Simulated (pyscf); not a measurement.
**Multi-bond step: HO–SiH: [singlet] + hydrogen chloride (HCl) → silicon monoxide (O=Si:) [singlet] + hydrogen chloride (HCl) + hydrogen (H₂)**

Gas phase, singlet surface, charge 0. Bonds broken: O1–H3, Si2–H6, H4–Cl5. Bonds formed: H3–Cl5, H4–H6. Single points on ωB97X-D3(BJ)/def2-SVP structures (PySCF, gas phase).

Transition state (Å):

```xyz
6

O     -0.1590     0.5026     0.8162
Si     0.2498     1.0358    -0.6021
H      0.3593    -0.4221     1.2558
H      1.6052    -0.8260    -0.2300
Cl     1.3259    -1.6921     1.4403
H      1.6057    -0.3297    -0.9246
```

One imaginary mode, 836i cm⁻¹; descent along it reached the two sides named, in the forms told below.

```tsv
bond	change	reactant side (Å)	saddle	product side
O1–H3	breaks	0.971	1.148	1.786
Si2–H6	breaks	1.570	1.951	3.3
H4–Cl5	breaks	1.300	1.902	2.9
H3–Cl5	forms	2.344	1.607	1.306
H4–H6	forms	1.742	0.854	0.762
```

Electronic energies relative to the separated reactants (kJ/mol):

```tsv
level	barrier	reaction energy	reverse barrier
ωB97X-D3(BJ)/def2-TZVP	53.3	+31.6	21.7
PBE/def2-TZVP	9.6	+15.6	-6.0
r²SCAN/def2-TZVP	18.0	+19.4	-1.4
B3LYP-D3(BJ)/def2-TZVP	28.6	+19.1	9.5
PBE0-D3(BJ)/def2-TZVP	32.0	+37.7	-5.7
M06-2X/def2-TZVP	43.1	+26.4	16.6
ωB97M-D3(BJ)/def2-TZVP	48.2	+22.3	25.9
HF/def2-TZVP	136.2	+50.8	85.4
```

With ωB97M-D3(BJ)/def2-TZVP energies and thermal terms (ideal gas, 1 atm, RRHO with modes under 100 cm⁻¹ raised to 100, one conformer, R ln 2 for chiral ones without a mode under 150 cm⁻¹), in kJ/mol:

```tsv
T (K)	ΔH‡	ΔG‡	ΔH	ΔG
298	34.7	75.5	+8.4	-21.4
600	34.0	117.5	+10.7	-52.7
900	36.1	158.8	+10.7	-84.4
1200	39.0	199.3	+9.6	-116.0
```

On the reactant side the descent ends in a complex, 19.9 kJ/mol under the separated species and 73.2 kJ/mol under the saddle at ωB97X-D3(BJ)/def2-TZVP. On the product side the descent ends in a bound adduct, 35.8 kJ/mol under the separated species and 57.6 kJ/mol under the saddle at ωB97X-D3(BJ)/def2-TZVP. At PBE, r²SCAN, PBE0-D3(BJ) the saddle lies under the separated products, which points to a path from their complex (located at ωB97X-D3(BJ) alone), and parting the products costs more than the saddle. The same reactants have a lower exit, to HO–Si:–Cl [singlet] + H₂ (barrier +7.0 kJ/mol at ωB97M-D3(BJ)/def2-TZVP, against +48.2 kJ/mol here). One saddle was located; it need not be the lowest between these sides.
